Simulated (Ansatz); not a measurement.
# BH₂+ (singlet): wave-function methods side by side at scale of all distances = 1.098, aug-cc-pVTZ

Aim: climb from Hartree-Fock through coupled cluster and multireference methods for BH₂+ (singlet) at one geometry and basis, and see what each rung misses.

Method: aug-cc-pVTZ, core rule «outside noble gas», up to 1 orbitals frozen; program: Ansatz 0.2.0, Gaussian basis.

Plan: UHF; CCSD(T) on RHF; BCCD(T) on RHF; CCSDT(Q) on RHF; CASSCF and NEVPT2, 4 electrons in 6 orbitals; Full CI.

17 further runs of the same task are left out: 9 that didn't finish, 8 set aside as unsound or not needed.

## (1) The geometry

The geometry derives from a PBE0/def2-TZVP stationary point (not a proven minimum). All distances are scaled together.

3 atoms, charge 1, spin multiplicity 1.

Atoms are counted from 1 here; the program's logs count them from 0.

Bond lengths: B1–H2 1.295 Å, B1–H3 1.295 Å. Angles: H2–B1–H3 180.0°.

Coordinates:

| atom | x (Å) | y (Å) | z (Å) |
| --- | --- | --- | --- |
| B1 | 0.00000 | 0.00000 | 0.00000 |
| H2 | 0.00000 | 0.00000 | -1.29474 |
| H3 | 0.00000 | 0.00000 | 1.29474 |

## (2) UHF

Input file in.yaml:

```yaml
crystal:
  periodic: [false, false, false]
  atoms:
    - {symbol: B, position_ang: [0.000000, 0.000000, 0.000000]}
    - {symbol: H, position_ang: [0.000000, 0.000000, -1.294741]}
    - {symbol: H, position_ang: [0.000000, 0.000000, 1.294741]}
basis:
  gaussian: {orbitals: aug-cc-pVTZ}
total_charge: 1
magnetization: {spin_polarized: true, initial_magnetization: 0}
hamiltonian: {xc: hf}
output: {orbitals: {seedname: orbitals}}
```

Launch:

```sh
$ ansatz run in.yaml --threads 1 --pin off --events-out ev --progress --plain --max-ram 2393MiB
```

Further steps of the session: CCSD(T) on RHF; BCCD(T) on RHF; CCSDT(Q) on RHF; CASSCF and NEVPT2, 4 electrons in 6 orbitals; Full CI.

Before running them: what should the planned runs give, taken together? Wanted: FCI below the RHF energy; RMP2 from FCI; RCCSD from FCI; RCCSD(T) from FCI; RCCSDT(Q) from FCI; NEVPT2 valence from FCI; T1 diagnostic; effectively unpaired electrons.

The runs gave:

```
                         quantity                                        value
         FCI below the RHF energy                                   -2.4376 eV
                    RMP2 from FCI                                   +525.0 meV
                   RCCSD from FCI                                    +40.1 meV
                RCCSD(T) from FCI                                     +9.2 meV
               RCCSDT(Q) from FCI                                     +0.2 meV
          NEVPT2 valence from FCI                                   +252.5 meV
levels within 1 kcal/mol (43 meV)  RCCSD, RCCSD(T), BCCD(T), RCCSDT, RCCSDT(Q)
                    T1 diagnostic                                        0.007
   effectively unpaired electrons                                         0.03
```

What this shows: RCCSD(T) lands +9.2 meV from the yardstick (0.4 % of the correlation energy). One determinant dominates. These misses are within one basis, not against nature.
